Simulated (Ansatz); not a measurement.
in.yaml

```yaml
crystal:
  periodic: [false, false, false]
  atoms:
    - {symbol: Si, position_ang: [0.000000, 0.000000, 0.000000]}
    - {symbol: H, position_ang: [0.000000, 0.000000, 0.793554]}
basis:
  gaussian: {orbitals: "6-31G*"}
magnetization: {spin_polarized: true, initial_magnetization: 3}
correlation: {method: bccd, electrons: valence}
scf: {lower_state_search: off}
output: {forces: true}
```

```sh
$ ansatz run in.yaml --threads 1 --pin off --events-out ev --progress --plain --max-ram 2393MiB
```

**Question.** One thing in this input was set wrong on purpose, beside settings that are merely unusual. What is the gravest fault, and what does the program do?

**Answer.** Coordinates in the wrong unit (values in bohr typed as Å, so distances are 1.89 times too long). How the run ends: converged.
```
these checks for a lower state are left out or cut short: starts, cluster_reference, orbital_swaps, neighbouring_geometries, increment
197 factors; integrals over basis functions are off by at most 1.8e-4 eV
mean field evaluation 1: about -7858.6756 eV, gradient 6.8e0 eV
mean field evaluation 2: about -7858.6862 eV, gradient 6.8e0 eV
mean field evaluation 4: about -7859.2968 eV, gradient 8.3e-1 eV
mean field evaluation 8: about -7859.3134 eV, gradient 1.5e-2 eV
mean field -7859.31336854 eV, -288.8244390600 hartree, gradient 2.1e-6 eV, S^2 3.751845; 0 other end points of the search recorded, 0 dependent functions left out
5 core orbitals not correlated: weight in the atoms' cores, before any rotation towards them, 1.000 or more for the frozen orbitals, at most 0.000 for the correlated occupied ones
reference -7859.31336854 eV, -288.8244390600 hartree; 4, 1 occupied and 12, 15 virtual orbitals, 197 factors
second order -1.05181229 eV of doubles, -0.00000000 eV of singles
cycle   1  -1.30118063 eV  change   -2.5e-1 eV  update   4.0e-2
cycle   2  -1.40477338 eV  change   -1.0e-1 eV  update   1.9e-2
cycle   3  -1.40742950 eV  change   -2.7e-3 eV  update   7.2e-3
cycle   4  -1.40890700 eV  change   -1.5e-3 eV  update   1.9e-3
cycle   5  -1.40842015 eV  change    4.9e-4 eV  update   3.8e-4
cycle   6  -1.40852554 eV  change   -1.1e-4 eV  update   9.4e-5
cycle   7  -1.40854411 eV  change   -1.9e-5 eV  update   2.7e-5
cycle   8  -1.40852745 eV  change    1.7e-5 eV  update   8.5e-6
cycle   9  -1.40853326 eV  change   -5.8e-6 eV  update   2.1e-6
the calculation of the forces begins
Total energy: -7860.72190180 eV, -288.8762017025 hartree
Atom 0 at     0.000000     0.000000     0.000000 Å, force    -0.000000    -0.000000   -74.809495 eV/Å
Atom 1 at     0.000000     0.000000     0.793554 Å, force     0.000000     0.000000    74.809496 eV/Å
Dipole moment:    -0.000000     0.000000    -0.024892 e Å
Checks for a lower state left out: starts, cluster_reference, orbital_swaps, neighbouring_geometries, increment
```
